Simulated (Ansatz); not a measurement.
Input file:

```yaml
crystal:
  periodic: [false, false, false]
  atoms:
    - {symbol: B, position_ang: [0.000000, -0.241563, 1.545580]}
    - {symbol: Si, position_ang: [0.000000, -0.163599, -0.914026]}
    - {symbol: C, position_ang: [0.000000, 0.684873, 0.541816]}
    - {symbol: H, position_ang: [0.000000, -1.011482, 2.434693]}
basis:
  gaussian: {orbitals: STO-3G, fitting: {mean_field: def2-universal-jkfit}}
magnetization: {spin_polarized: true, initial_magnetization: 0}
correlation: {method: ccsdt_q_b, electrons: all}
scf: {omitted_lower_state_checks: [cluster_reference]}
symmetry: c1
```

```sh
$ ansatz run in.yaml --threads 1 --pin off --events-out ev --progress --plain --max-ram 2393MiB
```

Q: How does this run end?

A: Refused. The input was made wrong on purpose (unknown input key), so the run isn't a sound calculation of what was asked.
```
Error: YAML parse error: error: line 13 column 1: unknown field `symmetry`, expected one of crystal, accuracy, basis, kpoints, hamiltonian, magnetization, projection, total_charge, correlation, batch, efield, external_charges, scf, relax, neb, saddle, md, ramp, phonons, dielectric, real_time, elastic, magnetic_configurations, gw, evaluate, workflow, output, checkpoint, execution
  --> <input>:13:1
   |
11 | correlation: {method: ccsdt_q_b, electrons: all}
12 | scf: {omitted_lower_state_checks: [cluster_reference]}
13 | symmetry: c1
   | ^ unknown field `symmetry`, expected one of crystal, accuracy, basis, kpoints, hamiltonian, magnetization, projection, total_charge, correlation, batch, efield, external_charges, scf, relax, neb, saddle, md, ramp, phonons, dielectric, real_time, elastic, magnetic_configurations, gw, evaluate, workflow, output, checkpoint, execution
```
